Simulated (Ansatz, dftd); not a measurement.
Reaction: C2H5Cl (SMILES CCCl) → C2H4Cl (SMILES [CH2]CCl, doublet) + H (doublet) (the C-H bond breaks)
Each species at its own B3LYP-D3(BJ)/def2-TZVP minimum (Ansatz, a first-principles code).

Property: bond dissociation energy (electronic), in kcal/mol. UHF or UKS for unpaired electrons; spin-orbit terms are left out. Correlated methods leave the cores frozen. Rows without X2C or -DK are non-relativistic. CBS(X,Y): correlation extrapolated as X^-3, Hartree-Fock from the larger set. A bracket is a step between two methods taken in the basis named. The functionals are non-relativistic, so their misses hold any scalar relativity. Double hybrids freeze cores in their MP2 part. '+ core + X2C': CCSD(T) terms for core correlation (cc-pwCVTZ, 1s frozen past Ne) and scalar relativity (cc-pVTZ-DK). Where a partner has so few electrons that a lower coupled-cluster level is exact, that level stands in.

Compared with CCSD(T)/CBS(cc-pV(T+d)Z,cc-pV(Q+d)Z) + [CCSDT(Q) - CCSD(T)]/cc-pV(D+d)Z + core + X2C (Ansatz): 109.4 kcal/mol.

Costs are rough ratios of core time, to one figure, on one kind of shared machine, summed over the single points of the molecules; atoms, geometries and frequencies are left out. The first row took roughly 10 core seconds; short runs hold start-up time.

```json
[
 {"level": "PBE-D3(BJ)/def2-TZVPD", "program": "Ansatz + dftd3", "cost relative to the first row": "1"},
 {"level": "B3LYP-D4/def2-TZVPD", "program": "Ansatz + dftd4", "cost relative to the first row": "1"},
 {"level": "CAM-B3LYP-D4/def2-TZVPD", "program": "Ansatz + dftd4", "cost relative to the first row": "2"},
 {"level": "B2PLYP-D3(BJ)/def2-TZVPD", "program": "Ansatz + dftd3", "cost relative to the first row": "2"},
 {"level": "B2GP-PLYP/def2-TZVPD", "program": "Ansatz", "cost relative to the first row": "2"},
 {"level": "wB97X-V/def2-TZVPD", "program": "Ansatz", "cost relative to the first row": "3"},
 {"level": "CCSDT(Q)/cc-pV(D+d)Z", "program": "Ansatz", "cost relative to the first row": "100"}
]
```

Q: Which is the cheapest listed level within 1 kcal/mol of that value?

A: wB97X-V/def2-TZVPD.
```csv
level,difference (kcal/mol)
PBE-D3(BJ)/def2-TZVPD,-5.1
B3LYP-D4/def2-TZVPD,-3.5
CAM-B3LYP-D4/def2-TZVPD,-2.2
B2PLYP-D3(BJ)/def2-TZVPD,-3.1
B2GP-PLYP/def2-TZVPD,-3.0
wB97X-V/def2-TZVPD,-0.7
CCSDT(Q)/cc-pV(D+d)Z,-4.0
```
